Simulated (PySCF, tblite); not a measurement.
# C₃H₄NO radical: geometry, infrared bands and EPR parameters

What infrared bands and EPR parameters should C₃H₄NO radical (`[H]/N=[C]\[C@@H]1CO1`) show?

Computed with tblite 0.8.0 and PySCF 2.14.0, with density-fitted response routines of our own, on a single molecule in the gas phase. Atoms are numbered from 0 throughout.

### Step 1. The molecule as given

9 atoms, charge 0, multiplicity 2; geometry from: force field or distance geometry start.

Bonds of the start (Å): N0–C1 1.18, C1–C2 1.42, C2–C3 1.52, C3–O4 1.44, O4–C2 1.45, N0–H5 1.03, C2–H6 1.07, C3–H7 1.08, C3–H8 1.07.

### Step 2. Relaxing the molecule with GFN2-xTB

Job settings and geometry (Å):

```
{"job": {"kind": "relax", "xc": "GFN2-xTB", "basis": "xTB"}, "charge": 0, "multiplicity": 2}
N      2.259500     0.448100    -0.144100
C      1.184000     0.020900     0.088400
C     -0.099200    -0.519500     0.386500
C     -1.286400    -0.082200    -0.459900
O     -1.043500     0.471700     0.850900
H      2.367500     1.385200     0.262300
H     -0.145000    -1.487100     0.850300
H     -2.111300    -0.770700    -0.546300
H     -1.112100     0.539600    -1.313300
```

Started as:

```bash
> OMP_NUM_THREADS=1 python probes_run.py task.json out
```

The driver reads the jobs from task.json and runs them one after another.

**Question.** This job is followed by: GFN2-xTB harmonic vibrations, gas phase; UKS B3LYP, pcH-1 on C H N O, non-relativistic, mean-field spin-orbit, GIAO. Predict these results of the whole session: strongest single infrared mode (GFN2-xTB); zero-point energy (GFN2-xTB); g(iso) (B3LYP); ⟨S²⟩; largest a(iso); surface potential, 1st and 99th percentile.

The runs gave:

| quantity | value |
| --- | --- |
| strongest single infrared mode (GFN2-xTB) | 916 cm⁻¹, 200 km/mol |
| zero-point energy (GFN2-xTB) | 39.9 kcal/mol |
| g(iso) (B3LYP) | 2.00161 |
| ⟨S²⟩ | 0.754 (exact 0.75) |
| largest a(iso) | 13C on C1, 378.7 MHz |
| surface potential, 1st and 99th percentile | -1.43 V and 1.56 V |

Over 52 steps the energy fell by 0.519 eV; of the close pairs, C2–C3 changed most, 1.522 to 1.470 Å. No mode is imaginary among the 21: a minimum at this level. The strongest single mode, at 916 cm⁻¹, moves mainly H5. GFN2-xTB is a fitted tight-binding method: band positions and strengths are rough. Its intensities can rank the bands wrongly. Most of the unpaired spin sits on C1 (0.66 e). The isotropic g lies 0.7 ppt below the free-electron value.
